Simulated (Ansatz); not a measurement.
Gadolinium, hcp: convergence with the k-point mesh

Computed with Ansatz, r²SCAN, scalar-relativistic PAW, on the relaxed cell (a = 3.640 Å, c = 5.911 Å (c/a = 1.624); ferromagnetic, net 7.93 μB per atom). Errors count from a run at 500 eV on a Γ-centred 13×13×7 mesh with Fermi-Dirac smearing of 0.05 eV, extrapolated to zero width. Fixed here: cutoff 500 eV, Fermi-Dirac width 0.05 eV.

| k-mesh | E(σ→0) error (meV/atom) | P (GPa) | sphere moment (μB) | SCF iterations |
| --- | --- | --- | --- | --- |
| 2×2×1 | -662.8 | -10.11 | 7.14 | 22 |
| 3×3×2 | 9.2 | -0.88 | 7.62 | 21 |
| 5×5×3 | 1.5 | -0.18 | 7.57 | 22 |
| 6×6×4 | -7.5 | -0.02 | 7.58 | 17 |
| 8×8×5 | -1.6 | -0.02 | 7.59 | 21 |
| 11×11×6 | -1.6 | 0.00 | 7.59 | 21 |
| 14×14×8 | -0.7 | -0.01 | 7.58 | 21 |

Task: What does the run at 4×4×2 give (k-mesh)?

Result: E(σ→0) error (meV/atom): 12.0; P (GPa): 0.05; sphere moment (μB): 7.67; SCF iterations: 23.

Within 5 meV/atom of the last row: from 8×8×5 on.
